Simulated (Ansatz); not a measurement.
CHO, SMILES [CH]=O, multiplicity 2.

Coordinates come from a PBE0-D3(BJ)/def2-TZVPD optimisation. The isomer is the one that the SMILES or the coordinates give; other isomers of the formula were not compared.

Two levels are set side by side: PBE/def2-TZVPD (Ansatz, a first-principles code) and PBE0/def2-TZVPD (Ansatz). Energy differences of separate SCF runs at the same geometry; the states with an electron removed or added have multiplicity 1 and 1. Differences are taken from unrounded values.

| quantity | PBE0 |
|---|---|
| vertical ionisation energy (eV) | 9.64 |

Question: What does PBE give, and how far is it from PBE0? (Estimate from the structure and the level; the computed values follow.)

Answer: 
```csv
quantity,PBE,PBE minus PBE0
vertical ionisation energy (eV),9.42,-0.22
```
